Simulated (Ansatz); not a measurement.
```yaml
crystal:
  periodic: [false, false, false]
  atoms:
    - {symbol: Al, position_ang: [-2.313084, 1.191128, 0.005092]}
    - {symbol: Si, position_ang: [-0.951030, -0.781848, 0.004404]}
    - {symbol: Ge, position_ang: [1.229309, -0.160085, -0.003565]}
    - {symbol: H, position_ang: [-0.174890, 1.437311, -0.002063]}
basis:
  gaussian: {orbitals: def2-TZVP}
hamiltonian: {xc: pbe0}
relax: {f_tol: 0.004, max_steps: 80}
```

```sh
$ ansatz run in.yaml --threads 1 --pin off --events-out ev --progress --plain --max-ram 2176MiB
```

Steps of the relaxation (energy above the last step; positions in Å, forces in eV/Å):

```
4
step 1, 939.6 meV
Al   -2.313    1.191    0.005   -0.395    0.632    0.000
Si   -0.951   -0.782    0.004    0.717    0.608   -0.003
Ge    1.229   -0.160   -0.004   -0.421    0.714    0.000
H    -0.175    1.437   -0.002    0.099   -1.953    0.003
```

```
4
step 2, 441.9 meV
Al   -2.343    1.245    0.005   -0.337    0.405    0.000
Si   -0.923   -0.713    0.004    0.516    0.735   -0.003
Ge    1.233   -0.086   -0.004   -0.132    0.417    0.000
H    -0.177    1.240   -0.002   -0.048   -1.557    0.003
```

```
4
step 3, 86.2 meV
Al   -2.391    1.294    0.005   -0.301    0.294    0.000
Si   -0.880   -0.615    0.004    0.170    0.359   -0.001
Ge    1.262   -0.044   -0.004    0.370    0.087   -0.001
H    -0.200    1.051   -0.001   -0.239   -0.741    0.002
```

```
4
step 5, 1.4 meV
Al   -2.489    1.332    0.005   -0.021   -0.002    0.000
Si   -0.847   -0.545    0.004   -0.020   -0.089    0.000
Ge    1.329   -0.059   -0.004   -0.001   -0.024    0.000
H    -0.203    0.958   -0.001    0.042    0.115    0.000
```

```
4
step 8, 0.0 meV
Al   -2.518    1.323    0.005   -0.001    0.000    0.000
Si   -0.847   -0.533    0.004    0.001    0.000    0.000
Ge    1.334   -0.077   -0.004   -0.001   -0.001    0.000
H    -0.178    0.974   -0.001    0.001    0.000    0.000
```

Close pairs at the end: Si2–H4 1.648 Å, Ge3–H4 1.842 Å, Si2–Ge3 2.228 Å, Al1–Si2 2.497 Å.

A stationary point of restricted PBE0 after 8 steps (its stability towards spin polarisation wasn't tested); no frequencies were run, so it isn't proven a minimum. 19 s on 1 thread of AMD EPYC 9R45, shared host.
